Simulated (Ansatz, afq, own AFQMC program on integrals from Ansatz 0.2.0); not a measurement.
Two steps: Ansatz 0.2.0 writes the Fock matrix and Cholesky factors of the valence space, and afq projects on them the lowest state that overlaps trial and start.

```yaml
crystal:
  periodic: [false, false, false]
  atoms:
    - {symbol: B, position_ang: [0.000000, 0.000000, 0.000000]}
    - {symbol: N, position_ang: [0.000000, 0.000000, 4.389000]}
basis:
  gaussian: {orbitals: 6-31G}
magnetization: {spin_polarized: true, initial_magnetization: 2}
correlation: {method: ccsd_t, electrons: outside_noble_gas, hamiltonian_folder: ham}
```

```sh
$ ansatz run in.yaml --threads 1 --pin off --events-out ev --progress --plain --max-ram 16896MiB --backend cuda --devices 0, --max-vram 18GiB
```

Options of the walk:

```
--method phaseless --trial cisd --walkers 40 --populations 1 --least-time 40 --time-step 0.02 --steps-per-block 10 --equilibration-blocks 50 --max-blocks 200 --target-error 0.00136 --factor-cut 1e-05 --start spin_pure --seed 4179 --release-times 0.5,1,2 --release-step 0.02 --release-every 5 --taylor-order 6
```

Times are imaginary, in 1/Eh. The walk had a cap of 60 s.

Log:

```
orbitals 16  electrons 5 3  factors 69 of 258
reference energy -78.90462999 Eh
CCSD correlation -0.07583245 Eh in 16 cycles, weight of the determinant in the CISD state 0.9298
energy of the start -78.979787 Eh
 block  time / (1/Eh)  mean weight  energy / Eh
     1     0.200  0.9990  -78.979579
     2     0.400  1.0034  -78.979782
     3     0.600  1.0009  -78.979695
     4     0.800  0.9950  -78.979739
     5     1.000  1.0058  -78.979835
    10     2.000  0.9989  -78.982406
    37     7.400  1.0044  -78.981276
    67    13.400  1.0033  -78.981004
    97    19.400  0.9901  -78.984683
   127    25.400  0.9944  -78.980017
   157    31.400  0.9931  -78.980945
   175    35.000  0.9937  -78.979318
   187    37.400  1.0119  -78.981279
   205    41.000  0.9953  -78.991133
   217    43.400  0.9945  -78.979556
   247    49.400  0.9984  -78.981088
blocks merged  error / Eh  count
     1  0.000133  200
     2  0.000159  100
     4  0.000193  50
     8  0.000221  25
    16  0.000224  12
released: time / (1/Eh)  energy / Eh  error  mean overlap
  0.50  -78.981595  0.000250  1.0114
  1.00  -78.981358  0.000276  1.0467
  2.00  -78.981551  0.000291  1.0542
energy -78.981681 +/- 0.000221 Eh
(rows thinned)
```

The run passed its tests (sampling time, drift between the halves within three errors, error under three times the target), which doesn't prove that it has relaxed.

Against this walk (error 6.0 meV) on the same determinant: CCSD(T) 19.6 meV higher, CCSDT(Q) 13.1 meV higher, CCSDTQ 12.6 meV higher, full CI 12.6 meV higher, a separate phaseless walk with a CISD trial and standard settings 13.2 ± 6.1 meV higher. The error is statistical and leaves out the bias of the constraint. The determinant has ⟨S²⟩ = 3.00, so the low cluster orders mix in higher spin, while the walk starts as a pure triplet. Released to 2.00 1/Eh the energy moves by 4 ± 10 meV (both errors), within twice the noise. The determinant is a poor start (see the cautions), so the low cluster orders aren't to be relied on, and full CI is the sure value.

Cautions: constraint bias not in the error; lower spins were not checked; unrestricted determinant spin contaminated (⟨S²⟩ 3.00 against 2.00); the next higher spin lies close (full CI puts it 5 meV above); the time-step error isn't removed.

The walk took 22 s on 1 × NVIDIA H100 80GB HBM3 with 2 threads of AMD EPYC 7R13 Processor (Zen 3), on a shared host (the card was shared). The log's last line is the phaseless energy.

CCSDT and higher add their correlation energy to the determinant of the CCSD(T) run, since their own runs factorise the integrals more tightly (a shift of under 2 meV). A walk keeps the symmetry of its determinant, which the program's search chose and which needn't be the lowest solution, so a lower state of the same spin and another symmetry isn't excluded.
